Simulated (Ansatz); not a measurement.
Species: CH4, SMILES `C` (charge 0, multiplicity 1).

### Question
Give a relaxed geometry from Ansatz (an electronic-structure program) with B3LYP-D3(BJ)/def2-TZVP.

### Answer
the end point of this relaxation (outside a Z-matrix the atoms follow the SMILES, hydrogens last).
Z-matrix (Å, degrees):
```
C
H 1 1.0892
H 1 1.0892 2 109.47
H 1 1.0892 2 109.47 3 120.00
H 1 1.0892 2 109.47 3 -120.00
```
